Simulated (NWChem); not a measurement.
fluorine (F2); SMILES FF

Computed with NWChem. Structure relaxed at the PBE0/def2-SVP level. Total energies compare along this basis series because the functional is fixed.

```json
[
 {"level": "PBE0/3-21G", "basis functions": "18", "energy (Ha)": "-198.2520", "highest occupied level (eV)": "[?]", "orbital gap (eV)": "8.37"},
 {"level": "PBE0/pcseg-1", "basis functions": "28", "energy (Ha)": "-199.2730", "highest occupied level (eV)": "-11.61", "orbital gap (eV)": "8.29"},
 {"level": "PBE0/aug-pcseg-1", "basis functions": "46", "energy (Ha)": "-199.2801", "highest occupied level (eV)": "-11.80", "orbital gap (eV)": "8.18"},
 {"level": "PBE0/pcseg-2", "basis functions": "60", "energy (Ha)": "-199.4047", "highest occupied level (eV)": "-11.66", "orbital gap (eV)": "8.35"},
 {"level": "PBE0/def2-TZVPP", "basis functions": "62", "energy (Ha)": "-199.4085", "highest occupied level (eV)": "-11.59", "orbital gap (eV)": "8.36"},
 {"level": "PBE0/def2-QZVP", "basis functions": "114", "energy (Ha)": "-199.4182", "highest occupied level (eV)": "-11.62", "orbital gap (eV)": "8.34"}
]
```

Question: Some entries are withheld; supply them.

Answer: 
- PBE0/3-21G, highest occupied level (eV): -10.32
